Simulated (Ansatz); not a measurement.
# CH2Li (doublet): wave-function methods side by side at distance C1–H3 = 0.991 Å, 6-31G

Aim: climb from Hartree-Fock through coupled cluster and multireference methods for CH2Li (doublet) at one geometry and basis, and see what each rung misses.

The runs use Ansatz 0.2.0, Gaussian basis; 6-31G, core rule «outside noble gas», up to 2 orbitals frozen.

To be run: UHF; CCSD(T) on ROHF; CCSD(T) on UHF; BCCD(T) on ROHF; CISD; CCSDT(Q) on ROHF; CCSDT(Q) on UHF; CCSDTQ on ROHF; CASSCF and MRCISD+Q, 3 electrons in 3 orbitals; CASSCF and NEVPT2, 3 electrons in 3 orbitals; Full CI.

40 further runs of the same task are left out: 22 for a known fault of the program, 17 that didn't finish, 1 set aside as unsound or not needed.

## Step 1: The geometry

The geometry derives from a PBE0/def2-TZVP stationary point (not a proven minimum). One bond is set to the value named and the two fragments are kept rigid.

4 atoms, charge 0, spin multiplicity 2.

Atoms are counted from 1 here; the program's logs count them from 0.

Bond lengths: C1–Li2 1.909 Å, C1–H3 0.991 Å, C1–H4 1.100 Å. Angles: Li2–C1–H3 127.2°, Li2–C1–H4 127.2°, H3–C1–H4 105.6°.

## Step 2: UHF

Contents of in.yaml:

```yaml
crystal:
  periodic: [false, false, false]
  atoms:
    - {symbol: C, position_ang: [0.000000, 0.004173, 0.571178]}
    - {symbol: Li, position_ang: [0.000000, 0.004173, -1.337837]}
    - {symbol: H, position_ang: [0.000000, 0.793528, 1.170343]}
    - {symbol: H, position_ang: [0.000000, -0.871987, 1.236233]}
basis:
  gaussian: {orbitals: 6-31G}
magnetization: {spin_polarized: true, initial_magnetization: 1}
hamiltonian: {xc: hf}
output: {orbitals: {seedname: orbitals}}
```

Command:

```bash
$ ansatz run in.yaml --threads 1 --pin off --events-out ev --progress --plain --max-ram 2393MiB
```

Further steps of the session: CCSD(T) on ROHF; CCSD(T) on UHF; BCCD(T) on ROHF; CISD; CCSDT(Q) on ROHF; CCSDT(Q) on UHF; CCSDTQ on ROHF; CASSCF and MRCISD+Q, 3 electrons in 3 orbitals; CASSCF and NEVPT2, 3 electrons in 3 orbitals; Full CI.

**Question.** What will the summary of the whole plan be? Wanted: FCI from the RHF energy; RMP2 from FCI; UMP2 from FCI; RCCSD from FCI; RCCSD(T) from FCI; UCCSD(T) from FCI; RCCSDT(Q) from FCI; UCCSDT(Q) from FCI; MRCISD+Q pair from FCI.

As calculated:

```
                         quantity                                                                                      value
          FCI from the ROHF energy                                                                                 -2.6526 eV
                    RMP2 from FCI                                                                               +48.3 kJ/mol
                    UMP2 from FCI                                                                               +47.1 kJ/mol
                   RCCSD from FCI                                                                                +5.5 kJ/mol
                RCCSD(T) from FCI                                                                                +1.2 kJ/mol
                UCCSD(T) from FCI                                                                                +1.2 kJ/mol
               RCCSDT(Q) from FCI                                                                                 0.0 kJ/mol
               UCCSDT(Q) from FCI                                                                                 0.0 kJ/mol
           MRCISD+Q pair from FCI                                                                                +1.4 kJ/mol
levels within 1 kcal/mol (43 meV)  RCCSD(T), UCCSD(T), BCCD(T), RCCSDT, UCCSDT, RCCSDT(Q), UCCSDT(Q), RCCSDTQ, MRCISD+Q pair
                    T1 diagnostic                                                                                      0.025
   effectively unpaired electrons                                                                                       1.02
```

In words: RCCSD(T) lands +1.2 kJ/mol from the yardstick (0.5 % of the correlation energy). One determinant dominates. These misses are within one basis, not against nature; the frozen cores of restricted and unrestricted runs differ, which can shift their rows.

Levels on UHF freeze UHF's core orbitals, full CI those of ROHF, so the U rows can settle a little off it for that reason alone.

With open shells the CI space here admits some triples and quadruples, so it is larger than plain CISD.
